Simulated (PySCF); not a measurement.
Below is a simulated gas-phase C 1s photoelectron spectrum of `FC1(CC1)F`.

Every computed line was given a Gaussian of 0.6 eV full width at half maximum and an area set by the number of equivalent atoms; the highest printed point is 100. Method: delta-SCF UKS SCAN, pcX-2 on the ionised atom, pcseg-1 elsewhere, spin-free X2C in PySCF.

binding energy (eV), intensity and a bar:
```
    290.6          0 
    290.7          2 
    290.8          4 #
    290.9         11 ###
    291.0         23 #######
    291.1         42 #############
    291.2         65 ####################
    291.3         87 ##########################
    291.4        100 ##############################
    291.5         98 #############################
    291.6         83 #########################
    291.7         60 ##################
    291.8         37 ###########
    291.9         19 ######
    292.0          9 ###
    292.1          3 #
    292.2          1 
    292.3          0 
    292.4          0 
    292.5          0 
    292.6          0 
    292.7          0 
    292.8          0 
    292.9          0 
    293.0          0 
    293.1          0 
    293.2          0 
    293.3          0 
    293.4          0 
    293.5          0 
    293.6          0 
    293.7          0 
    293.8          0 
    293.9          0 
    294.0          0 
    294.1          0 
    294.2          0 
    294.3          0 
    294.4          0 
    294.5          0 
    294.6          0 
    294.7          0 
    294.8          0 
    294.9          1 
    295.0          4 #
    295.1          9 ###
    295.2         17 #####
    295.3         28 ########
    295.4         39 ############
    295.5         48 ##############
    295.6         50 ###############
    295.7         45 ##############
    295.8         35 ##########
    295.9         23 #######
    296.0         13 ####
    296.1          6 ##
    296.2          3 #
    296.3          1 
    296.4          0
```

**Question.** Count the maxima, the lines and the sites behind this envelope.

**Answer.** The curve has 2 maxima (at 291.4 and 295.6 eV). Under it lie 2 lines from 2 inequivalent carbon sites.

**Question.** Decompose the envelope and assign each component. Numbering: `[F:1][C:2]1([F:3])[CH2:4][CH2:5]1`.

**Answer.** 
```
position (eV)  relative area  line  atoms                 environment
       291.44              2  C 1s  C4/C5  three-membered-ring carbon
       295.58              1  C 1s     C2                  CF2 carbon
```

The listed C 1s values span 4.14 eV, from C4/C5 (bonded to 2 C and 2 H) to C2 (bonded to 2 F and 2 C). Summing the Pauling electronegativity differences to the bonded atoms, each weighted by its formal bond order, gives -0.70 for the lowest site and +2.86 for the highest.

The curve has no shake-up lines and no vibrational structure. Atoms equivalent by their bonding share one computed value, that of the first of them. Isolated species at its PBE0-D3(BJ)/def2-SVP geometry, gas phase.
